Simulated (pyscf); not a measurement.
HO–AlH₂ (SMILES [OH][AlH2]) + H₂ (SMILES [H][H]) → HO–AlH₂ (SMILES [OH][AlH2]) + H₂ (SMILES [H][H]) (four-centre exchange; singlet surface; Al–H, H–H broken, Al–H, H–H formed). Single points on ωB97X-D3(BJ)/def2-SVP structures (PySCF, gas phase). Energies in kcal/mol from the separated reactants.

| level | barrier | reaction energy |
|---|---|---|
| r²SCAN/def2-TZVP | ? | 0.0 |
| B3LYP-D3(BJ)/def2-TZVP | 25.3 | 0.0 |
| PBE0-D3(BJ)/def2-TZVP | 21.9 | 0.0 |
| M06-2X/def2-TZVP | 27.3 | 0.0 |
| ωB97M-D3(BJ)/def2-TZVP | 26.4 | 0.0 |
| HF/def2-TZVP | ? | 0.0 |

Question: Fill in the missing entries.

Answer: 
- r²SCAN/def2-TZVP, barrier: 21.0
- HF/def2-TZVP, barrier: 37.6

The functionals in the table span 6.2 kcal/mol in this barrier, from r²SCAN to M06-2X. At the saddle there is also a short Al–H contact that neither side keeps. This is the saddle that the search found; another between the same sides may lie lower.
